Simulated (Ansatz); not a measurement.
# H₂S ··· SiH₃F

The pair of H₂S (SMILES S, atoms 1–3) and SiH₃F (SMILES [SiH3]F, atoms 4–8), both closed shells, in one local arrangement (a lower one may exist), relaxed at PBE0-D4/def2-TZVP:

S1  (-0.525, -0.231, -2.343)
H2  (0.652, -0.691, -1.890)
H3  (-0.043, 1.013, -2.487)
Si4  (-0.058, -0.006, 1.356)
F5  (1.279, -0.464, 0.596)
H6  (0.260, 0.044, 2.804)
H7  (-1.121, -1.002, 1.094)
H8  (-0.445, 1.337, 0.869)
(Å)

Ansatz 0.2.0; basis: def2-TZVPPD, with def2-QZVPPD for the basis limit; cores frozen in the correlated methods. B3LYP uses VWN-RPA correlation. Extrapolation: Hartree–Fock as exp(−7.88 √X), correlation as X^−2.97. Interaction energies count from these two fragments, frozen as in the pair, with the counterpoise correction; negative means bound.

**Question.** What is the interaction energy by CCSD(T) at an estimated basis limit (MP2 extrapolated from triple and quadruple zeta, plus CCSD(T) − MP2 in triple zeta)? (To be estimated.)

**Answer.** By the calculation: -8.3 kJ/mol. Hartree–Fock alone gives 0.7 kJ/mol at the basis limit, so without correlation the pair would not bind at this distance. It counts from the two fragments frozen as in the pair.

The same quantity by other methods in triple zeta, and each one's difference from that estimate:
```json
{"method": "PBE-D4", "E_int (kJ/mol)": "-10.0", "difference": "-1.7"}
{"method": "revPBE-D4", "E_int (kJ/mol)": "-8.5", "difference": "-0.3"}
{"method": "BLYP-D4", "E_int (kJ/mol)": "-8.4", "difference": "-0.2"}
{"method": "r2SCAN-D4", "E_int (kJ/mol)": "-9.1", "difference": "-0.8"}
{"method": "B97M-V", "E_int (kJ/mol)": "-8.9", "difference": "-0.6"}
{"method": "PBE0-D4", "E_int (kJ/mol)": "-9.6", "difference": "-1.4"}
{"method": "B3LYP-D4", "E_int (kJ/mol)": "-9.1", "difference": "-0.9"}
{"method": "HSE06-D4", "E_int (kJ/mol)": "-9.5", "difference": "-1.3"}
{"method": "wB97X-V", "E_int (kJ/mol)": "-8.7", "difference": "-0.4"}
{"method": "wB97M-V", "E_int (kJ/mol)": "-8.8", "difference": "-0.6"}
{"method": "B2PLYP", "E_int (kJ/mol)": "-3.7", "difference": "4.5"}
{"method": "HF", "E_int (kJ/mol)": "0.7", "difference": "9.0"}
{"method": "MP2", "E_int (kJ/mol)": "-6.9", "difference": "1.3"}
{"method": "CCSD", "E_int (kJ/mol)": "-5.6", "difference": "2.6"}
{"method": "CCSD(T)", "E_int (kJ/mol)": "-6.7", "difference": "1.5"}
```
Differences are method less estimate.

**Question.** Which atoms make the shortest contact between the fragments?

**Answer.** H2 and F5, 2.57 Å apart.

Basis-set superposition shift (counterpoise-corrected less uncorrected): CCSD(T) 1.8; MP2 1.7; HF 0.3; PBE0-D4 0.3; wB97M-V 0.4 kJ/mol.

No T1 diagnostic of these runs exceeds 0.012.

For scale, one of the runs: CCSD(T)/def2-TZVPPD, 224 basis functions, launched by `ansatz run in.yaml --threads 4 --pin off --events-out ev --progress --plain --max-ram 9574MiB`. Time: 14 s of wall clock on 4 CPU threads of an Intel Xeon 6975P-C; the host was shared. Peak host memory: 3.7 GiB.
